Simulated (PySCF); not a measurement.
# SiCl: relaxation and vibrations of the doublet

Where does doublet SiCl go from a linear start, is the end point a minimum, and what are its modes, charges and moments?

Program: PySCF 2.14.0. Level of theory: B3LYP, basis Si def2-SVP, Cl def2-SVP, no relativity, density fitting. These are calculated values, not measurements.

## 1. Starting geometry

2 atoms, charge 0, spin multiplicity 2.

Bond lengths: Si1–Cl2 2.257 Å.

Coordinates in bohr (charge 0 multiplicity 2):
```
Si    0.0000    0.0000    0.0000
Cl    0.0000    0.0000    4.2651
```

## 2. The SCF at the typed geometry

One driver script runs all steps and calls PySCF; scf.py shows how it sets up the SCF of each step. The optimiser is the driver's own. After this first run the driver tries any further starts and a stability analysis.

The input, scf.py:

```python
from pyscf import gto, scf, dft
mol = gto.M(atom='''
Si     0.000000     0.000000     0.000000
Cl     0.000000     0.000000     2.257000''',
    basis={'Si': 'def2-SVP', 'Cl': 'def2-SVP'},
    charge=0, spin=1)
mf = dft.UKS(mol, xc='B3LYP')
mf.grids.atom_grid = (50, 194)
aux = {'Si': 'def2-universal-JKFIT', 'Cl': 'def2-universal-JKFIT'}
mf = mf.density_fit(auxbasis=aux)
mf.conv_tol = 1e-08
mf.diis_space = 10
mf.max_cycle = 60
mf.init_guess = 'minao'
mf.verbose = 4
mf.kernel()
```

Started as:

```sh
$ OMP_NUM_THREADS=2 python axn.py task.json out
```

What it wrote:

```text
init E= -749.348155520429
[... the frontier-level lines of each cycle are left out ...]
cycle= 1 E= -749.407018647103  delta_E= -0.0589  |g|= 0.231  |ddm|=    1
cycle= 2 E= -749.181015165951  delta_E= 0.226  |g|= 0.617  |ddm|= 0.994
cycle= 3 E= -749.450431318447  delta_E= -0.269  |g|= 0.0124  |ddm|= 0.683
cycle= 4 E= -749.45055693048  delta_E= -0.000126  |g|= 0.00611  |ddm|= 0.0351
cycle= 5 E= -749.450591179915  delta_E= -3.42e-05  |g|= 0.00173  |ddm|= 0.0106
cycle= 6 E= -749.450593746592  delta_E= -2.57e-06  |g|= 0.0006  |ddm|= 0.00341
cycle= 7 E= -749.450594160833  delta_E= -4.14e-07  |g|= 8.73e-05  |ddm|= 0.00129
cycle= 8 E= -749.45059417884  delta_E= -1.8e-08  |g|= 2.78e-05  |ddm|= 0.000318
cycle= 9 E= -749.45059418079  delta_E= -1.95e-09  |g|= 5.85e-06  |ddm|= 0.000125
Extra cycle  E= -749.450594180827  delta_E= -3.66e-11  |g|= 6.77e-06  |ddm|= 2.2e-05
converged SCF energy = -749.450594180827  <S^2> = 0.75370695  2S+1 = 2.0037035
```

This step, with its further starts and checks, needed 0.8 s of wall time on 2 threads of Arm Neoverse V2, shared host.

The test of internal stability found no lower solution of this spin.

## 3. Relaxing the doublet from the linear start

The program finds C∞v symmetry in the start, which this walk keeps. Threshold on the gradient: 0.0003 Eh/bohr, with a further test on the energy change.

scf.py, as its differences from that of step 2:

```diff
@@ -3,2 +3,2 @@
-Si     0.000000     0.000000     0.000000
-Cl     0.000000     0.000000     2.257000''',
+Si     0.000000     0.000000    -1.253852
+Cl     0.000000     0.000000     1.003148''',
@@ -14 +13,0 @@
-mf.init_guess = 'minao'
```

The optimiser's trace:

```csv
step,energy (Eh),change (kJ/mol),largest symmetric gradient (Eh/bohr)
0,-749.450594,0.00,0.03422
1,-749.456085,-14.42,0.00889
2,-749.456302,-14.99,0.00418
3,-749.456354,-15.12,0.00032
4,-749.456354,-15.12,0.00001
```

The walk took 1.3 s.

After 4 steps and 15.1 kJ/mol it ends at C∞v: Si–Cl 2.098 Å.

## 4. Vibrations and properties at this point

On the finer grid the gradient is checked again; gradients at displacements of ±0.02 bohr then give force constants and infrared intensities.

scf.py, as its differences from that of step 3:

```diff
@@ -3,2 +3,2 @@
-Si     0.000000     0.000000    -1.253852
-Cl     0.000000     0.000000     1.003148''',
+Si     0.000000    -0.000000    -1.165683
+Cl     0.000000     0.000000     0.932608''',
@@ -8 +8 @@
-mf.grids.atom_grid = (50, 194)
+mf.grids.atom_grid = (75, 302)
@@ -11 +11 @@
-mf.conv_tol = 1e-08
+mf.conv_tol = 1e-10
```

This SCF starts from the last density.

Log of the central SCF (cycles and frontier levels):

```text
init E= -749.456342873779
[... the frontier-level lines of each cycle are left out ...]
cycle= 1 E= -749.456342873779  delta_E= 4.55e-13  |g|= 1.98e-07  |ddm|= 1.62e-06
Extra cycle  E= -749.45634287378  delta_E= -1.25e-12  |g|= 2.29e-07  |ddm|= 1.64e-06
converged SCF energy = -749.45634287378  <S^2> = 0.75368508  2S+1 = 2.0036817
```

The whole step took 3.5 s.

Geometry: C∞v; Si–Cl 2.098 Å.

Modes, for the most abundant isotopes:

```tsv
ω (cm⁻¹)	IR (km/mol)
524	93.4
```

No imaginary mode, so this is a minimum.

Here the density breaks the symmetry of the frame, and no labels are given; pairs that should be degenerate can split.

Properties at this point:

```yaml
Dipole_moment: 0.89 D
Highest_occupied_level: -4.80 eV
Lowest_empty_level: -3.09 eV
Rotational_constants: 0.2463 cm⁻¹
Zero-point_energy: 3.1 kJ/mol
Principal_polarisabilities: 23.8, 26.2, 45.4 bohr³
Atomisation_energy_without_zero-point_energy: 411 kJ/mol
Principal_traceless_quadrupole_moments_about_the_centre_of_mass: -2.79, -0.47, 3.26 D Å
Entropy_at_298.15_K_and_1_bar_electronic_part_spin_only: 233.1 J/(mol K)
Heat_capacity_Cp_at_298.15_K: 34.1 J/(mol K)
Enthalpy_at_298.15_K_above_0_K: 9.22 kJ/mol
Rotational_symmetry_number: 1
Spin_squared_⟨S²⟩: 0.754
```

Populations by atom (charges in e):

```tsv
atom	Mulliken	Löwdin	polar tensor	spin (Mulliken)	Mayer order to Si1
Si1	0.23	0.05	0.47	0.95	–
Cl2	-0.23	-0.05	-0.47	0.05	1.22
```

Mulliken populations on Si1: s 5.93, p 7.75, d 0.09.

## 5. Outcome

| quantity | value |
| --- | --- |
| minimum | doublet, C∞v |
| geometry | Si–Cl 2.098 Å |
| wavenumbers (cm⁻¹) | 524 |
| dipole moment | 0.89 D |
| highest occupied, lowest empty level (either spin) | -4.80, -3.09 eV |
| polar-tensor charge of Si1 | +0.47 e |
| zero-point energy | 3.1 kJ/mol |
| entropy at 298.15 K | 233.1 J/(mol K) |
| atomisation energy (no zero-point energy) | 411 kJ/mol |
| ⟨S²⟩ | 0.754 |

In words: The linear start keeps its C∞v symmetry and ends in a minimum. The strongest infrared band lies at 524 cm⁻¹. Most of the spin sits on Si1 (Mulliken spin 0.95, against 1 for the whole molecule). Other starts or spin states, not run here, may lie lower. The SCF density has lower symmetry than the nuclear frame.

The search up to here took 5.7 s.
